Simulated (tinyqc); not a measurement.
Worked calculation: RHF in the sto-3g basis, for H2O, spin multiplicity 1. One step of it, computed by the program tinyqc.

Task: Iteration 2: building the Fock matrix. J_ij = sum D_kl (ij|kl), K_ij = sum D_kl (ik|jl); F = H + J - 0.5 K; E = tr D H + tr D J / 2 - 0.25 tr D K + E_nn.

D after iteration 1, order 1O 1s, 1O 2s, 1O 2px, 1O 2py, 1O 2pz, 2H 1s, 3H 1s:
$$\begin{pmatrix}
2.091833 & -0.376734 & 0.000000 & 0.000000 & 0.123177 & -0.070795 & -0.070795 \\
-0.376734 & 1.619329 & 0.000000 & 0.000000 & -0.612123 & 0.153871 & 0.153871 \\
0.000000 & 0.000000 & 2.000000 & 0.000000 & 0.000000 & 0.000000 & 0.000000 \\
0.000000 & 0.000000 & 0.000000 & 0.717405 & 0.000000 & 0.524752 & -0.524752 \\
0.123177 & -0.612123 & 0.000000 & 0.000000 & 1.455725 & 0.412548 & 0.412548 \\
-0.070795 & 0.153871 & 0.000000 & 0.524752 & 0.412548 & 0.579807 & -0.187860 \\
-0.070795 & 0.153871 & 0.000000 & -0.524752 & 0.412548 & -0.187860 & 0.579807
\end{pmatrix}$$

core Hamiltonian H = T + V (hartree), order 1O 1s, 1O 2s, 1O 2px, 1O 2py, 1O 2pz, 2H 1s, 3H 1s:
$$\begin{pmatrix}
-32.622743 & -7.589567 & 0.000000 & 0.000000 & -0.013496 & -1.397009 & -1.397009 \\
-7.589567 & -9.243983 & 0.000000 & 0.000000 & -0.163243 & -3.168287 & -3.168287 \\
0.000000 & 0.000000 & -7.382950 & 0.000000 & 0.000000 & 0.000000 & 0.000000 \\
0.000000 & 0.000000 & 0.000000 & -7.529129 & 0.000000 & -1.939311 & 1.939311 \\
-0.013496 & -0.163243 & 0.000000 & 0.000000 & -7.438153 & -1.234060 & -1.234060 \\
-1.397009 & -3.168287 & 0.000000 & -1.939311 & -1.234060 & -4.690298 & -1.037941 \\
-1.397009 & -3.168287 & 0.000000 & 1.939311 & -1.234060 & -1.037941 & -4.690298
\end{pmatrix}$$

Two-electron integrals (ij|kl) in chemists' order, unique and non-zero (hartree):
```
(11|11) 4.785065    (21|11) 0.741380    (21|21) 0.136873    (22|11) 1.118947
(22|21) 0.256633    (22|22) 0.817206    (31|31) 0.024477    (32|31) 0.037809
(32|32) 0.180518    (33|11) 1.115814    (33|21) 0.256684    (33|22) 0.817023
(33|33) 0.880159    (41|41) 0.024477    (42|41) 0.037809    (42|42) 0.180518
(43|43) 0.047444    (44|11) 1.115814    (44|21) 0.256684    (44|22) 0.817023
(44|33) 0.785270    (44|44) 0.880159    (51|51) 0.024477    (52|51) 0.037809
(52|52) 0.180518    (53|53) 0.047444    (54|54) 0.047444    (55|11) 1.115814
(55|21) 0.256684    (55|22) 0.817023    (55|33) 0.785270    (55|44) 0.785270
(55|55) 0.880159    (61|11) 0.137196    (61|21) 0.025124    (61|22) 0.046833
(61|33) 0.046741    (61|41) 0.000988    (61|42) 0.001853    (61|44) 0.046945
(61|51) 0.000607    (61|52) 0.001139    (61|54) 0.000125    (61|55) 0.046818
(61|61) 0.004672    (62|11) 0.342615    (62|21) 0.079603    (62|22) 0.281717
(62|33) 0.276860    (62|41) 0.005100    (62|42) 0.039390    (62|44) 0.287240
(62|51) 0.003134    (62|52) 0.024206    (62|54) 0.006379    (62|55) 0.280780
(62|61) 0.014908    (62|62) 0.121476    (63|31) 0.008221    (63|32) 0.048251
(63|43) 0.008127    (63|53) 0.004995    (63|63) 0.017070    (64|11) 0.213435
(64|21) 0.050219    (64|22) 0.189752    (64|33) 0.181195    (64|41) 0.011034
(64|42) 0.073290    (64|44) 0.204131    (64|51) 0.001729    (64|52) 0.015387
(64|54) 0.009100    (64|55) 0.183718    (64|61) 0.009810    (64|62) 0.099400
(64|64) 0.097461    (65|11) 0.131161    (65|21) 0.030861    (65|22) 0.116608
(65|33) 0.111349    (65|41) 0.001729    (65|42) 0.015387    (65|44) 0.115454
(65|51) 0.009283    (65|52) 0.057707    (65|54) 0.010651    (65|55) 0.122888
(65|61) 0.006028    (65|62) 0.061084    (65|64) 0.049402    (65|65) 0.047429
(66|11) 0.490575    (66|21) 0.115829    (66|22) 0.470878    (66|33) 0.452025
(66|41) 0.009393    (66|42) 0.100756    (66|44) 0.492651    (66|51) 0.005772
(66|52) 0.061917    (66|54) 0.024966    (66|55) 0.467367    (66|61) 0.021872
(66|62) 0.258588    (66|64) 0.241479    (66|65) 0.148395    (66|66) 0.774606
(71|11) 0.137196    (71|21) 0.025124    (71|22) 0.046833    (71|33) 0.046741
(71|41) -0.000988   (71|42) -0.001853   (71|44) 0.046945    (71|51) 0.000607
(71|52) 0.001139    (71|54) -0.000125   (71|55) 0.046818    (71|61) 0.004587
(71|62) 0.014363    (71|64) 0.008667    (71|65) 0.005814    (71|66) 0.020831
(71|71) 0.004672    (72|11) 0.342615    (72|21) 0.079603    (72|22) 0.281717
(72|33) 0.276860    (72|41) -0.005100   (72|42) -0.039390   (72|44) 0.287240
(72|51) 0.003134    (72|52) 0.024206    (72|54) -0.006379   (72|55) 0.280780
(72|61) 0.014363    (72|62) 0.095029    (72|64) 0.054181    (72|65) 0.046314
(72|66) 0.162059    (72|71) 0.014908    (72|72) 0.121476    (73|31) 0.008221
(73|32) 0.048251    (73|43) -0.008127   (73|53) 0.004995    (73|63) 0.012795
(73|73) 0.017070    (74|11) -0.213435   (74|21) -0.050219   (74|22) -0.189752
(74|33) -0.181195   (74|41) 0.011034    (74|42) 0.073290    (74|44) -0.204131
(74|51) -0.001729   (74|52) -0.015387   (74|54) 0.009100    (74|55) -0.183718
(74|61) -0.008667   (74|62) -0.054181   (74|64) -0.018690   (74|65) -0.025870
(74|66) -0.083891   (74|71) -0.009810   (74|72) -0.099400   (74|74) 0.097461
(75|11) 0.131161    (75|21) 0.030861    (75|22) 0.116608    (75|33) 0.111349
(75|41) -0.001729   (75|42) -0.015387   (75|44) 0.115454    (75|51) 0.009283
(75|52) 0.057707    (75|54) -0.010651   (75|55) 0.122888    (75|61) 0.005814
(75|62) 0.046314    (75|64) 0.025870    (75|65) 0.035022    (75|66) 0.085968
(75|71) 0.006028    (75|72) 0.061084    (75|74) -0.049402   (75|75) 0.047429
(76|11) 0.104100    (76|21) 0.024377    (76|22) 0.092754    (76|33) 0.090842
(76|44) 0.093045    (76|51) 0.001550    (76|52) 0.013960    (76|55) 0.094274
(76|61) 0.004501    (76|62) 0.038431    (76|64) 0.027371    (76|65) 0.021749
(76|66) 0.082508    (76|71) 0.004501    (76|72) 0.038431    (76|74) -0.027371
(76|75) 0.021749    (76|76) 0.014856    (77|11) 0.490575    (77|21) 0.115829
(77|22) 0.470878    (77|33) 0.452025    (77|41) -0.009393   (77|42) -0.100756
(77|44) 0.492651    (77|51) 0.005772    (77|52) 0.061917    (77|54) -0.024966
(77|55) 0.467367    (77|61) 0.020831    (77|62) 0.162059    (77|64) 0.083891
(77|65) 0.085968    (77|66) 0.293484    (77|71) 0.021872    (77|72) 0.258588
(77|74) -0.241479   (77|75) 0.148395    (77|76) 0.082508    (77|77) 0.774606
```

nuclear repulsion = 8.35553667 hartree

Give: Coulomb J; exchange K; Fock matrix F; total energy of this density.

Result:

Coulomb J (hartree), order 1O 1s, 1O 2s, 1O 2px, 1O 2py, 1O 2pz, 2H 1s, 3H 1s:
$$\begin{pmatrix}
17.2856 & 3.2578 & 0.0000 & 0.0000 & -0.0134 & 0.5979 & 0.5979 \\
3.2578 & 8.1422 & 0.0000 & 0.0000 & -0.0030 & 2.7943 & 2.7943 \\
0.0000 & 0.0000 & 8.1418 & 0.0000 & 0.0000 & 0.0000 & 0.0000 \\
0.0000 & 0.0000 & 0.0000 & 8.1276 & 0.0000 & 1.8808 & -1.8808 \\
-0.0134 & -0.0030 & 0.0000 & 0.0000 & 8.1334 & 1.1621 & 1.1621 \\
0.5979 & 2.7943 & 0.0000 & 1.8808 & 1.1621 & 4.8114 & 0.9244 \\
0.5979 & 2.7943 & 0.0000 & -1.8808 & 1.1621 & 0.9244 & 4.8114
\end{pmatrix}$$

exchange K (hartree), order 1O 1s, 1O 2s, 1O 2px, 1O 2py, 1O 2pz, 2H 1s, 3H 1s:
$$\begin{pmatrix}
9.7581 & 1.6606 & 0.0000 & 0.0000 & 0.0044 & 0.3179 & 0.3179 \\
1.6606 & 2.5482 & 0.0000 & 0.0000 & -0.1803 & 1.0067 & 1.0067 \\
0.0000 & 0.0000 & 2.2461 & 0.0000 & 0.0000 & 0.0000 & 0.0000 \\
0.0000 & 0.0000 & 0.0000 & 1.7159 & 0.0000 & 0.6755 & -0.6755 \\
0.0044 & -0.1803 & 0.0000 & 0.0000 & 2.0251 & 0.4304 & 0.4304 \\
0.3179 & 1.0067 & 0.0000 & 0.6755 & 0.4304 & 1.1746 & 0.2860 \\
0.3179 & 1.0067 & 0.0000 & -0.6755 & 0.4304 & 0.2860 & 1.1746
\end{pmatrix}$$

Fock matrix F (hartree), order 1O 1s, 1O 2s, 1O 2px, 1O 2py, 1O 2pz, 2H 1s, 3H 1s:
$$\begin{pmatrix}
-20.2162 & -5.1620 & 0.0000 & 0.0000 & -0.0291 & -0.9581 & -0.9581 \\
-5.1620 & -2.3759 & 0.0000 & 0.0000 & -0.0761 & -0.8774 & -0.8774 \\
0.0000 & 0.0000 & -0.3642 & 0.0000 & 0.0000 & 0.0000 & 0.0000 \\
0.0000 & 0.0000 & 0.0000 & -0.2594 & 0.0000 & -0.3963 & 0.3963 \\
-0.0291 & -0.0761 & 0.0000 & 0.0000 & -0.3173 & -0.2872 & -0.2872 \\
-0.9581 & -0.8774 & 0.0000 & -0.3963 & -0.2872 & -0.4661 & -0.2566 \\
-0.9581 & -0.8774 & 0.0000 & 0.3963 & -0.2872 & -0.2566 & -0.4661
\end{pmatrix}$$

total energy of this density = -74.922872 hartree
